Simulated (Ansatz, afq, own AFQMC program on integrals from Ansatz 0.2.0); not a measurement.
AFQMC on a folder of integrals that Ansatz 0.2.0 wrote.

```yaml
crystal:
  periodic: [false, false, false]
  atoms:
    - {symbol: Pt, position_ang: [0.000000, 0.000000, 0.000000]}
    - {symbol: Cl, position_ang: [0.000000, 0.000000, 1.912000]}
basis:
  gaussian: {orbitals: def2-SVP}
total_charge: 1
magnetization: {spin_polarized: true, initial_magnetization: 2}
correlation: {method: ccsd_t, electrons: outside_noble_gas, hamiltonian_folder: ham}
```

```sh
$ ansatz run in.yaml --threads 1 --pin off --events-out ev --progress --plain --max-ram 16896MiB --backend cuda --devices 0, --max-vram 18GiB
```

afq runs on the folder ham with

```
--method phaseless --trial cisd --walkers 4000 --populations 20 --least-time 60 --time-step 0.005 --steps-per-block 50 --equilibration-blocks 40 --max-blocks 4000 --target-error 0.00024 --factor-cut 1e-05 --start spin_pure --seed 6046 --release-times 0.24,0.6,1.2,1.8,2.6 --release-step 0.04 --release-every 4 --taylor-order 6
```

Times are imaginary, in 1/Eh. The walk had a cap of 132 s. With eight or more populations the least sampling time is a fifth of least-time, and the error comes from their spread. Core potentials past Kr, no spin–orbit coupling.

Log:

```
orbitals 41  electrons 9 7  factors 338 of 484
reference energy -577.40020949 Eh
CCSD correlation -0.35787657 Eh in 14 cycles, weight of the determinant in the CISD state 0.8375
energy of the start -577.756825 Eh
 block  time / (1/Eh)  mean weight  energy / Eh
     1     0.250  0.9999  -577.751173
     2     0.500  1.0002  -577.755954
     3     0.750  0.9996  -577.760500
     4     1.000  1.0000  -577.763434
     5     1.250  1.0000  -577.765549
     8     2.000  1.0001  -577.766847
    13     3.250  1.0001  -577.770382
    22     5.500  1.0001  -577.768747
    31     7.750  1.0002  -577.768822
    40    10.000  1.0001  -577.769625
    49    12.250  0.9999  -577.769648
    58    14.500  1.0005  -577.768269
    67    16.750  1.0006  -577.767491
    76    19.000  1.0001  -577.769020
    85    21.250  0.9994  -577.769085
    88    22.000  0.9998  -577.774634
    94    23.500  1.0001  -577.768538
   103    25.750  0.9999  -577.769870
   112    28.000  1.0001  -577.766585
   118    29.500  1.0004  -577.769902
error from the spread of 20 populations
released: time / (1/Eh)  energy / Eh  error  mean overlap
  0.24  -577.769499  0.000201  0.9977
  0.60  -577.770128  0.000236  0.9915
  1.20  -577.840947  0.070382  0.9860
  1.80  -577.767087  0.003837  0.9773
  2.60  -577.770577  0.000418  0.9687
energy -577.769050 +/- 0.000123 Eh
(rows thinned)
```

The run passed its tests (sampling time, drift between the halves within three errors, error under three times the target), which doesn't prove that it has relaxed, ending at its cap on processor time. The second half of the sampling lies below the first by 2.3 errors of their difference, so the energy may still be moving and its error bar be too small.

Against this walk (error 3.3 meV) on the same determinant: CCSD(T) 11.2 meV lower, CCSDT(Q) 63.2 meV lower. The error is statistical and leaves out the bias of the constraint. None of these is a sure reference here. The released energies get too noisy after the second time (errors over twice the walk's own, or jumping) (meV from the phaseless value at times in 1/Eh: -12 ± 5 at 0.24, -29 ± 6 at 0.60, -1956 ± 1915 at 1.20, 53 ± 104 at 1.80, -42 ± 11 at 2.60), so they give no level; they do show a bias of the constraint, and the last of them that isn't too noisy lies 34 meV above CCSDT(Q).

Cautions: constraint bias not in the error; no spin-orbit coupling; outer-core shells of the metal frozen; lower spins were not checked; higher spins were not checked; the search met a lower determinant of the same kind, perhaps of another symmetry (28 meV lower).

The walk took 2.2 min on 1 × NVIDIA H100 80GB HBM3 with 2 threads of AMD EPYC 7R13 Processor (Zen 3), with other jobs on the host (the card was shared). The log's last line is the phaseless energy.

CCSDT and higher add their correlation energy to the determinant of the CCSD(T) run, since their own runs factorise the integrals more tightly (a shift of under 2 meV). A walk keeps the symmetry of its determinant, which the program's search chose and which needn't be the lowest solution, so a lower state of the same spin and another symmetry isn't excluded.
